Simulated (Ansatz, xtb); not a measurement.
Relative energy of two structures of CH4MgO

We compare I, a singlet given by its coordinates, with II, a singlet given by its coordinates. Both are isolated molecules in the gas phase, relaxed with B3LYP-D3(BJ)/def2-SVP.

I (Å):

```xyz
7

C     0.0424   -2.2555   -0.3050
Mg   -0.9135    0.7002   -0.8634
O    -0.3755   -0.9630   -0.5484
H    -0.1151   -2.5532    0.7524
H    -0.5013   -2.9948   -0.9290
H     1.1231   -2.3920   -0.5173
H    -1.4235    2.2775   -1.1622
```

Close contacts (Å): C1–O3 1.38, Mg2–O3 1.78, C1–H4 1.11, C1–H5 1.11, C1–H6 1.11, Mg2–H7 1.68.

II (Å):

```yaml
atoms:
  - { symbol: C, position_ang: [0.3626, -0.3764, -0.6893] }
  - { symbol: Mg, position_ang: [1.3441, 1.3007, 0.0997] }
  - { symbol: O, position_ang: [-0.4583, 0.3665, 0.3238] }
  - { symbol: H, position_ang: [0.5173, -1.4122, -0.3445] }
  - { symbol: H, position_ang: [2.1692, 2.6487, 0.7149] }
  - { symbol: H, position_ang: [-0.1738, -0.3924, -1.6524] }
  - { symbol: H, position_ang: [-1.3367, 0.0044, 0.5057] }
```

Close contacts (Å): C1–Mg2 2.10, C1–O3 1.50, Mg2–O3 2.04, C1–H4 1.10, C1–H6 1.10, Mg2–H5 1.70, O3–H7 0.97.

Quicker runs give these differences E(II) − E(I): GFN2-xTB +153.7 kJ/mol; HF/STO-3G +87.2 kJ/mol (at GFN2-xTB geometries); r2SCAN-D4/def2-SVP +140.6 kJ/mol (at GFN2-xTB geometries).

Q: Estimate E(II) − E(I) at the level CCSD(T)/def2-TZVPP.

A: Calculated at CCSD(T)/def2-TZVPP: E(II) − E(I) = +132.8 kJ/mol, so structure I lies lower.

How the difference moves with the method:

| level | geometry | E(II) − E(I) (kJ/mol) | departure from the last row (kJ/mol) | job, with rough time for the two |
| --- | --- | --- | --- | --- |
| GFN2-xTB | GFN2-xTB | +153.7 | +20.9 | optimisation, 1.9 s |
| HF/STO-3G | GFN2-xTB | +87.2 | −45.6 | single point, 0.85 s |
| r2SCAN-D4/def2-SVP | GFN2-xTB | +140.6 | +7.8 | single point, 6 s |
| B3LYP-D3(BJ)/def2-SVP | B3LYP-D3(BJ)/def2-SVP | +148.7 | +15.9 | optimisation, 48 s |
| HF/def2-TZVPP | B3LYP-D3(BJ)/def2-SVP | +148.9 | +16.2 | part of the CCSD(T) run |
| MP2/def2-TZVPP | B3LYP-D3(BJ)/def2-SVP | +138.4 | +5.7 | part of the CCSD(T) run |
| CCSD(T)/def2-TZVPP | B3LYP-D3(BJ)/def2-SVP | +132.8 |  | single point, 2.5 min |

None of the levels shown reverses the order. The largest departure from CCSD(T)/def2-TZVPP is that of HF/STO-3G, 45.6 kJ/mol.

With harmonic frequencies from B3LYP-D3(BJ)/def2-SVP (ideal gas, rigid rotor, one conformer each, 298.15 K, 1 atm): on the last row, ΔE + ΔZPE = +129.2, ΔH = +128.5, ΔG = +127.5 kJ/mol.

The correlated steps freeze 3 core orbitals; the last core shell of Mg is correlated, in a basis made for valence electrons. Programs: Ansatz 0.2.0, xtb 6.7.1; the last row on 1 thread of Intel(R) Xeon(R) Processor @ 2.50GHz (Skylake/Cascade Lake) on a shared host.
